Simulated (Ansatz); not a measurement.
# AlHS (singlet): wave-function methods side by side at scale of all distances = 1.000, 6-31G

An exercise on one series of results from a longer session: the logs are not shown, and one member is left open.

Program: Ansatz 0.2.0, Gaussian basis. Level of theory: 6-31G, core rule «outside noble gas», up to 10 orbitals frozen. These are calculated values, not measurements.

The runs, in order: UHF; CCSD(T) on RHF; BCCD(T) on RHF; CISD; CCSDT(Q) on RHF; CISDTQ; CCSDTQ on RHF; CASSCF and MRCISD+Q, 2 electrons in 2 orbitals; CASSCF and NEVPT2, 2 electrons in 2 orbitals; CASSCF and MRCISD+Q, 10 electrons in 9 orbitals; CASSCF and MRCISD+Q(relaxed), 10 electrons in 9 orbitals; CASSCF and NEVPT2, 10 electrons in 9 orbitals; Full CI.

19 further runs of the same task are left out: 16 that didn't finish, 3 set aside as unsound or not needed. Runs told in other sessions of the task aren't counted.

## The geometry

The geometry derives from a PBE0/def2-TZVP stationary point (not a proven minimum). All distances are scaled together.

3 atoms, charge 0, spin multiplicity 1.

Atoms are counted from 1 here; the program's logs count them from 0.

Bond lengths: Al1–S2 1.999 Å, Al1–H3 1.569 Å. Angles: S2–Al1–H3 180.0°.

The first run:

Input file in.yaml:

```yaml
crystal:
  periodic: [false, false, false]
  atoms:
    - {symbol: Al, position_ang: [0.000000, 0.000000, 0.143100]}
    - {symbol: S, position_ang: [0.000000, 0.000000, -1.855700]}
    - {symbol: H, position_ang: [0.000000, 0.000000, 1.712600]}
basis:
  gaussian: {orbitals: 6-31G}
magnetization: {spin_polarized: true, initial_magnetization: 0}
hamiltonian: {xc: hf}
output: {orbitals: {seedname: orbitals}}
```

Launch:

```sh
$ ansatz run in.yaml --threads 1 --pin off --events-out ev --progress --plain --max-ram 2393MiB
```

Among the steps run: UHF; CCSD(T) on RHF; BCCD(T) on RHF; CISD; CCSDT(Q) on RHF; CISDTQ; CCSDTQ on RHF; CASSCF and MRCISD+Q, 2 electrons in 2 orbitals; CASSCF and NEVPT2, 2 electrons in 2 orbitals; CASSCF and MRCISD+Q, 10 electrons in 9 orbitals; CASSCF and MRCISD+Q(relaxed), 10 electrons in 9 orbitals; CASSCF and NEVPT2, 10 electrons in 9 orbitals; Full CI.

One table of the session follows, with a row left open; its other results are not shown here.

```
                   method  from FCI (meV)
                      RHF         +3019.5
                     RMP2          +530.7
                     CISD               ?
                    RCCSD          +153.6
                 RCCSD(T)           +26.8
                  BCCD(T)           +23.5
                   RCCSDT            -2.0
                   CISDTQ           +20.1
                RCCSDT(Q)            -3.9
                  RCCSDTQ            -2.8
           CASSCF valence          +859.0
           NEVPT2 valence          +246.4
           MRCISD valence           +25.8
         MRCISD+Q valence            +7.8
MRCISD+Q(relaxed) valence            -0.6
                      FCI               0
```

Estimate the missing values for CISD.

The run gave: from FCI (meV): +310.3. In the column «from FCI (meV)» it lies between NEVPT2 valence (+246.4) and RMP2 (+530.7).

Left out of the table: CASSCF pair, NEVPT2 pair, MRCISD pair, MRCISD+Q pair (the active space lost an orbital or holds another state than full CI finds).

To keep in mind: RCCSDT, RCCSDT(Q), RCCSDTQ fall below full CI, which methods that aren't variational can do. Warnings in the runs' records: passed over end.
